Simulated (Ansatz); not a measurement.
A made-up structure of AlSiH$_{2}$O (charge -1), singlet:

O1  (-0.308, 0.260, 0.929)
Al2  (-0.165, -0.976, -0.316)
Si3  (1.190, 0.903, 0.379)
H4  (-1.421, -2.024, -0.204)
H5  (0.548, -1.476, -1.562)
(Å)

It is relaxed with PBE-D4/def2-SVPD and then PBE0-D4/def2-TZVPD (Ansatz 0.2.0). Atoms count as bonded within 1.22 times the sum of their covalent radii (H–H: 0.88 Å). The end point is not checked to be a true minimum.

Does its bonding change? (Judge from chemistry; the calculation decides.)

The calculation gives: No: no bond forms or breaks.

Where it ends: The first stage lowers the energy by 1.73 eV in 9 steps. It ends as AlSiH₂O ([O]1[AlH2][Si]1), total charge -1:
```
5
angstrom
O -0.3415 0.6449 0.1762
Al -0.0114 -1.0988 -0.3160
Si 1.0850 0.5624 1.0067
H -1.1064 -2.1443 0.2730
H 0.2173 -1.2763 -1.9144
```

Labels in which every atom is bracketed show which atoms are joined, not bond orders.

For scale, one of the runs: PBE0-D4/def2-TZVPD relaxation, 144 basis functions, launched by `ansatz run in.yaml --threads 2 --pin off --events-out ev --progress --plain --max-ram 4352MiB`. The run took about 14 s on 2 CPU threads of an Arm Neoverse V2 (shared host).
